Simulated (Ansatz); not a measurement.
# Worked example: building the atomization energy of BCl₃, singlet

Measured: the G2/97 heats of formation, with zero-point and thermal terms from B3LYP taken off, give an electronic atomization energy of 322.7 kcal/mol (Curtiss et al., J. Chem. Phys. 106, 1063 (1997); Staroverov et al., J. Chem. Phys. 119, 12129 (2003)). The calculation below tries to reproduce it.

Geometry (MP2(full)/6-31G*, from the G2/97 set):

| atom | x (Å) | y (Å) | z (Å) |
| --- | --- | --- | --- |
| B | 0.0000 | 0.0000 | 0.0000 |
| Cl | 0.0000 | 1.7354 | 0.0000 |
| Cl | 1.5029 | -0.8677 | 0.0000 |
| Cl | -1.5029 | -0.8677 | 0.0000 |

Atomization energies (atoms less molecule, kcal/mol) from Ansatz 0.2.0, frozen cores, restricted molecule, unrestricted atoms, sets cc-pV(D+d)Z, cc-pV(T+d)Z, cc-pV(Q+d)Z:

```csv
level,DZ,TZ,QZ
HF,242.01,244.25,244.37
CCSD(T),298.64,311.90,318.77
CCSDT,298.48,311.13,–
CCSDT(Q),298.93,311.82,–
```

Q: Extrapolate Hartree–Fock with exp(−5.46 √X) and the CCSD(T) correlation part with X⁻³ (X = 3, 4), add each higher step from the largest set that has it, and compare with the measured value.

A: Hartree–Fock: 244.37 + (244.37 − 244.25) × 0.301 = 244.41.
Correlation: TZ 67.65, QZ 74.40; (64 × 74.40 − 27 × 67.65) / 37 = 79.33.
Full triples (TZ): 311.13 − 311.90 = -0.77.
(Q) (TZ): 311.82 − 311.13 = 0.69.
Sum: 323.7 kcal/mol, 1.0 above the measured 322.7.

The steps beyond CCSD(T) add -0.08 kcal/mol, while going from QZ to the limit adds 4.97. Core correlation, scalar relativity, spin–orbit terms and the relaxation from this MP2 geometry are missing from the sum, and the measured value has its own uncertainty.
